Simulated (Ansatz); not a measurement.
**CH2F2S: an energy map over angle F1–C2–F3 and angle S4–C2–F3**

A grid of calculations on CH₂F₂S, SMILES FC(F)S, to see where the energy is lowest and how it rises around there.

Computed with Ansatz 0.2.0. Level: RKS wB97X-V/def2-SVP.

**1. The system as given**

SMILES `FC(F)S`, 6 atoms, charge 0, spin multiplicity 1.

Atoms are counted from 1 here; the program's logs count them from 0.

Bond lengths: F1–C2 1.354 Å, C2–F3 1.358 Å, C2–S4 1.838 Å, C2–H5 1.114 Å, S4–H6 1.362 Å. Angles: F1–C2–F3 108.7°, F1–C2–S4 106.9°, F1–C2–H5 109.5°, F3–C2–S4 111.8°, F3–C2–H5 108.3°, S4–C2–H5 111.6°, C2–S4–H6 93.7°.

Coordinates:

```xyz
6
charge 0, multiplicity 1
F     1.06705   -0.56217    1.19415
C     0.37931   -0.26032    0.06741
F    -0.10685   -1.41085   -0.46668
S    -0.96897    0.88922    0.55673
H     1.06728    0.20582   -0.67411
H    -1.39571    1.07419   -0.72360
```

This geometry comes from a loose relaxation at PBE in a small basis, which is not shown.

**3. Plan of the scan**

The axes are (1) angle F1–C2–F3: 9 values from 63.4 to 153.4 °; (2) angle S4–C2–F3: 9 values from 86.6 to 136.6 °.

Nothing else is relaxed (all other coordinates rigid). Energies count from the relaxed molecule at the same level.

(The set-up runs are not shown.)

**4. The run at angle F1–C2–F3 = 108.4°, angle S4–C2–F3 = 92.8°**

input.yaml

```yaml
crystal:
  periodic: [false, false, false]
  atoms:
    - { symbol: F, position_ang: [1.05548, -0.562801, 1.185763] }
    - { symbol: C, position_ang: [0.376881, -0.251316, 0.066306] }
    - { symbol: F, position_ang: [-0.111886, -1.3896, -0.465658] }
    - { symbol: S, position_ang: [-1.277423, 0.438835, 0.333878] }
    - { symbol: H, position_ang: [1.069801, 0.200992, -0.664622] }
    - { symbol: H, position_ang: [-1.579188, 0.483917, -0.978411] }
basis:
  gaussian: { orbitals: def2-SVP }
hamiltonian:
  xc: { name: wB97X-V }
output:
  forces: true
```

The run is started by

```console
$ ansatz run input.yaml --threads 1 --pin off --max-ram 2560MiB --backend cpu --events-out ev --progress --plain --runs-dir out
```

The session goes on with these runs: the other points that were computed.

Q: Predict the outcome of this session. Wanted: lowest point; highest computed point; largest force on an atom; dipole moment.

The runs gave:

```
                       quantity                                                                                                                                          value
                   lowest point                                                                                     angle F1–C2–F3 = 108.4°, angle S4–C2–F3 = 111.6°, 0 kJ/mol
         highest computed point                                                                   angle F1–C2–F3 = 63.4°, angle S4–C2–F3 = 86.6°, 1033 kJ/mol above the lowest
largest force on an atom (eV/Å)    0.0 at angle F1–C2–F3 = 108.4°, angle S4–C2–F3 = 111.6° to 35.9 at angle F1–C2–F3 = 63.4°, angle S4–C2–F3 = 136.6°; 0.0 at the lowest point
              dipole moment (D)  1.25 at angle F1–C2–F3 = 142.2°, angle S4–C2–F3 = 130.3° to 2.91 at angle F1–C2–F3 = 63.4°, angle S4–C2–F3 = 136.6°; 2.14 at the lowest point
        time for the whole task                                                                                                                10 min on 1 thread, shared host
```

The lowest computed point is at angle F1–C2–F3 = 108.4°, angle S4–C2–F3 = 111.6°, which is the relaxed molecule at the same level itself. No other kind of well shows on this grid. The highest computed point, angle F1–C2–F3 = 63.4°, angle S4–C2–F3 = 86.6°, lies 1033 kJ/mol above the lowest. Round the minimum the valley is somewhat tilted: raising angle F1–C2–F3 shifts the best value of angle S4–C2–F3 downwards (coupling k₁₂/√(k₁₁k₂₂) about 0.2).
